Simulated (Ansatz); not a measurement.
# CH5Si (SMILES C[SiH2]): levels of theory compared

We compute a comparison of 6 runs (UHF/STO-3G, UB2PLYP/STO-3G, UHSE06/STO-3G, UPBE0/STO-3G, RPA@PBE/STO-3G, UMP2/STO-3G) of CH5Si. 

The calculation is run with Ansatz 0.2.0.

52 further runs of the same task are left out: 52 set aside as unsound or not needed.

## Step 1: The system as given

CH5Si: 7 atoms, total charge 0, spin state doublet. SMILES: `C[SiH2]`. The Si2–C1 distance was set to 4.687 Å, away from the relaxed value. At this shape a bond of the SMILES string is far longer than usual.

Bond lengths: C1–H3 1.094 Å, C1–H4 1.092 Å, C1–H5 1.092 Å, Si2–H6 1.491 Å, Si2–H7 1.490 Å. Angles: H3–C1–H4 108.1°, H3–C1–H5 108.2°, H4–C1–H5 108.3°, H6–Si2–H7 109.5°.

## Step 2: The energy at UHF/STO-3G (run 1)

Input file job.yaml:

```yaml
crystal:
  periodic: [false, false, false]
  atoms:
    - {symbol: C, position_ang: [-0.570792, -3.560152, -0.232994]}
    - {symbol: Si, position_ang: [0.176200, 1.034800, 0.314000]}
    - {symbol: H, position_ang: [-0.652992, -3.811852, -1.294794]}
    - {symbol: H, position_ang: [0.251008, -4.140252, 0.191306]}
    - {symbol: H, position_ang: [-1.495292, -3.864652, 0.261306]}
    - {symbol: H, position_ang: [-0.951500, 1.846400, -0.225700]}
    - {symbol: H, position_ang: [1.450600, 1.468000, -0.326000]}
basis:
  gaussian: {orbitals: STO-3G}
magnetization: {spin_polarized: true, initial_magnetization: 1}
hamiltonian: {xc: hf}
accuracy: high
```

Command:

```
ansatz run job.yaml --threads 1 --pin off --max-ram 2610MiB --events-out events.jsonl --progress --plain --runs-dir runs
```

What it wrote:

```text
Warning: RAYON_NUM_THREADS=1 ignored (pool sized by the plan → 1); use --threads N
Functional definition: HF
  name "HF"
  exchange = exact_x
  correlation = 0
283 factors; integrals over basis functions are off by at most 8.5e-9 eV
mean field evaluation 1: about -8861.2732 eV, gradient 9.6e0 eV
mean field evaluation 2: about -8861.3019 eV, gradient 9.6e0 eV
mean field evaluation 4: about -8863.2617 eV, gradient 1.2e0 eV
mean field evaluation 8: about -8863.2882 eV, gradient 1.6e-2 eV
mean field evaluation 16: about -8863.3969 eV, gradient 2.2e-2 eV
mean field evaluation 32: about -8862.8815 eV, gradient 4.2e-2 eV
mean field evaluation 64: about -8863.2873 eV, gradient 7.6e-8 eV
mean field -8863.39702215 eV, -325.7238327378 hartree, gradient 1.1e-8 eV, S^2 1.138834; 3 other end points of the search recorded, 0 dependent functions left out
reference -8863.39702215 eV, -325.7238327378 hartree; 13, 12 occupied and 6, 7 virtual orbitals, 283 factors
Total energy: -8863.39702215 eV, -325.7238327378 hartree
```

Run time: 0.18 s. Hardware: 1 thread of Arm Neoverse V1, shared host.

## Step 3: The energy at UB2PLYP/STO-3G (run 2)

Input file in.yaml:

```yaml
crystal:
  periodic: [false, false, false]
  atoms:
    - symbol: C
      position_ang: [-0.570792, -3.560152, -0.232994]
    - symbol: Si
      position_ang: [0.176200, 1.034800, 0.314000]
    - symbol: H
      position_ang: [-0.652992, -3.811852, -1.294794]
    - symbol: H
      position_ang: [0.251008, -4.140252, 0.191306]
    - symbol: H
      position_ang: [-1.495292, -3.864652, 0.261306]
    - symbol: H
      position_ang: [-0.951500, 1.846400, -0.225700]
    - symbol: H
      position_ang: [1.450600, 1.468000, -0.326000]
basis:
  gaussian:
    orbitals: STO-3G
total_charge: 0
magnetization:
  spin_polarized: true
  initial_magnetization: 1
hamiltonian:
  xc: {name: B2PLYP}
correlation:
  frozen_orbitals: {C: 1, H: 0, Si: 5}
accuracy: high
```

Command:

```
ansatz run in.yaml --threads 1 --pin off --max-ram 2610MiB --events-out events.jsonl --progress --plain --runs-dir runs
```

What it wrote (excerpt; [...] marks lines left out):

```text
Warning: RAYON_NUM_THREADS=1 ignored (pool sized by the plan → 1); use --threads N
Functional definition: B2PLYP
  name "B2PLYP"
[...]
283 factors; integrals over basis functions are off by at most 8.5e-9 eV
[...]
mean field -8878.87369466 eV, -326.2925899619 hartree, gradient 3.0e-8 eV, S^2 0.965263; 4 other end points of the search recorded, 0 dependent functions left out
6 core orbitals not correlated: weight in the atoms' cores, before any rotation towards them, 1.000 or more for the frozen orbitals, at most 0.000 for the correlated occupied ones
reference -8878.87371857 eV, -326.2925908407 hartree; 7, 6 occupied and 6, 7 virtual orbitals, 283 factors
second order -2.40592926 eV of doubles, -0.00000000 eV of singles
Total energy: -8879.52331947 eV, -326.3164632334 hartree
```

Run time: 4.8 s. Hardware: 1 thread of Arm Neoverse V1, shared host; peak memory 0.14 GiB.

Runs 3 to 5 aren't shown in full; the table further down has their settings and results.

## Step 4: A single-point energy at UMP2/STO-3G (run 6)

Input file in.yaml:

```yaml
crystal:
  periodic: [false, false, false]
  atoms:
    - {symbol: C, position_ang: [-0.570792, -3.560152, -0.232994]}
    - {symbol: Si, position_ang: [0.176200, 1.034800, 0.314000]}
    - {symbol: H, position_ang: [-0.652992, -3.811852, -1.294794]}
    - {symbol: H, position_ang: [0.251008, -4.140252, 0.191306]}
    - {symbol: H, position_ang: [-1.495292, -3.864652, 0.261306]}
    - {symbol: H, position_ang: [-0.951500, 1.846400, -0.225700]}
    - {symbol: H, position_ang: [1.450600, 1.468000, -0.326000]}
basis:
  gaussian: {orbitals: STO-3G}
accuracy: high
magnetization: {spin_polarized: true, initial_magnetization: 1}
correlation: {method: mp2, frozen_orbitals: {C: 1, H: 0, Si: 5}}
```

Command:

```
ansatz run in.yaml --threads 1 --pin off --max-ram 2610MiB --events-out events.jsonl --progress --plain --runs-dir runs
```

What it wrote:

```text
Warning: RAYON_NUM_THREADS=1 ignored (pool sized by the plan → 1); use --threads N
[... 4 set-up lines as earlier in the session ...]
283 factors; integrals over basis functions are off by at most 8.5e-9 eV
mean field evaluation 1: about -8861.2732 eV, gradient 9.6e0 eV
mean field evaluation 2: about -8861.3019 eV, gradient 9.6e0 eV
mean field evaluation 4: about -8863.2617 eV, gradient 1.2e0 eV
mean field evaluation 8: about -8863.2882 eV, gradient 1.6e-2 eV
mean field evaluation 16: about -8863.3969 eV, gradient 2.2e-2 eV
mean field evaluation 32: about -8863.1798 eV, gradient 2.9e0 eV
mean field -8863.39702215 eV, -325.7238327378 hartree, gradient 1.1e-8 eV, S^2 1.138834; 4 other end points of the search recorded, 0 dependent functions left out
6 core orbitals not correlated: weight in the atoms' cores, before any rotation towards them, 1.000 or more for the frozen orbitals, at most 0.000 for the correlated occupied ones
reference -8863.39702215 eV, -325.7238327378 hartree; 7, 6 occupied and 6, 7 virtual orbitals, 283 factors
second order -1.82679996 eV of doubles, -0.00000000 eV of singles
Total energy: -8865.22382211 eV, -325.7909663982 hartree
```

Wall time 0.2 s (1 thread of Arm Neoverse V1, shared host).

## Step 5: Overview of the runs

| run | level | frozen core orbitals | energy (Eh) | ⟨S²⟩ | wall time |
| --- | --- | --- | --- | --- | --- |
| 1 | UHF/STO-3G | – | -325.723833 | 1.139 | 0.18 s |
| 2 | UB2PLYP/STO-3G | 6 | -326.316463 | 0.965 | 4.8 s |
| 3 | UHSE06/STO-3G | – | -326.355676 | 0.957 | 5.4 s |
| 4 | UPBE0/STO-3G | – | -326.365329 | 0.959 | 4.2 s |
| 5 | RPA@PBE/STO-3G | 6 | -325.894691 | 0.904 | 4.5 s |
| 6 | UMP2/STO-3G | 6 | -325.790966 | 1.139 | 0.2 s |

## Step 6: Summary of results

```
                                          quantity          value
                               run 6: total energy  -325.79097 Eh
run 6: correlation energy (6 core orbitals frozen)      -67.1 mEh
          run 6: ⟨S²⟩ of the reference determinant          1.139
```

In words: Totals of different functionals can't be ranked against each other. In runs 1, 2, 3, 4, 5, 6 the basis is minimal, so the values are rough. Spin contamination of the reference: run 1 ⟨S²⟩ = 1.14, run 6 ⟨S²⟩ = 1.14, run 2 ⟨S²⟩ = 0.97, run 4 ⟨S²⟩ = 0.96, run 3 ⟨S²⟩ = 0.96, run 5 ⟨S²⟩ = 0.90. All runs together took 19 s, the longest 5.4 s.
